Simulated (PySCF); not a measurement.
Bond curve of BCl

Set-up: PySCF, spin-free X2C with a Gaussian nucleus, basis sets B x2c-SVPall, Cl x2c-SVPall. Energies in eV from B + Cl in their ground configurations at the same level. State: ¹Σ⁺ (singlet), closed shell.

Curves on a restricted Hartree–Fock reference rise too fast on stretching and do not dissociate correctly.

| R (Å) | MN15 | RHF-CCSD | RHF |
| --- | --- | --- | --- |
| 1.479 | -4.754 |  | -2.801 |
| 1.548 | -5.310 | -4.496 | -3.391 |
| 1.617 | -5.606 | -4.817 | -3.712 |
| 1.668 | -5.704 | -4.928 | -3.824 |
| 1.720 | -5.722 | -4.955 | -3.853 |
| 1.772 | -5.680 | -4.919 | -3.818 |
| 1.840 | -5.555 | -4.798 | -3.701 |
| 1.926 | -5.324 | -4.567 | -3.475 |
| 2.030 | -4.982 | -4.220 | -3.135 |
| 2.167 | -4.477 |  | -2.629 |

Task: Put a parabola through the three lowest points of the MN15 curve and estimate Re, k and ωe (reduced mass 8.373 u; 1 eV/Å² = 0.16022 mdyn/Å; ωe = 1302.8·√(k/μ) cm⁻¹).

Result: Through R = 1.668, 1.72, 1.772 Å the second-order coefficient is 11.1 eV/Å², so Re ≈ 1.710 Å, k ≈ 3.56 mdyn/Å and ωe ≈ 849 cm⁻¹. A polynomial fit of higher order to the unrounded MN15 energies gives Re = 1.708 Å, k = 3.86 mdyn/Å, ωe = 885 cm⁻¹; anharmonicity and rounding make the difference.

The higher-order fit for each curve: MN15: Re = 1.708 Å, ωe = 885 cm⁻¹, De = 5.72 eV; RHF-CCSD: Re = 1.714 Å, ωe = 892 cm⁻¹, De = 4.96 eV; RHF: Re = 1.715 Å, ωe = 886 cm⁻¹, De = 3.85 eV.

Correlated steps freeze 6 core orbitals. Correlated levels converge slowly with the basis: in double zeta they bind strong bonds too weakly, by up to about 1 eV, and carry superposition errors of some tenths. Where the molecule has an RHF reference, its open-shell atoms are computed with UHF.
